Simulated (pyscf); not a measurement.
H₃C–Si(OH)(OH)–OH (SMILES C[Si](O)(O)O) + H₂O (SMILES O) → CH₄ (SMILES C) + HO–Si(OH)(OH)–OH (SMILES O[Si](O)(O)O) (four-centre exchange; singlet surface; C–Si, H–O broken, C–H, O–Si formed). Single points on ωB97X-D3(BJ)/def2-SVP structures (PySCF, gas phase). Energies in kcal/mol from the separated reactants.

```
level                      barrier  reaction energy
----------------------  ----------  ---------------
ωB97X-D3(BJ)/def2-TZVP        36.8            -28.0
PBE/def2-TZVP           (withheld)            -27.5
r²SCAN/def2-TZVP              31.6            -30.0
B3LYP-D3(BJ)/def2-TZVP  (withheld)       (withheld)
PBE0-D3(BJ)/def2-TZVP         33.4            -27.6
HF/def2-TZVP                  59.3            -33.5
```

Q: Complete the blanks.

A: 
- PBE/def2-TZVP, barrier: 31.2
- B3LYP-D3(BJ)/def2-TZVP, barrier: 37.3
- B3LYP-D3(BJ)/def2-TZVP, reaction energy: -29.3

The functionals in the table span 6.1 kcal/mol in this barrier, from PBE to B3LYP-D3(BJ). On the reactant side the descent ends in a bound adduct, 9.3 kcal/mol under the separated species and 46.1 kcal/mol under the saddle at ωB97X-D3(BJ)/def2-TZVP. One saddle was located; it need not be the lowest between these sides.
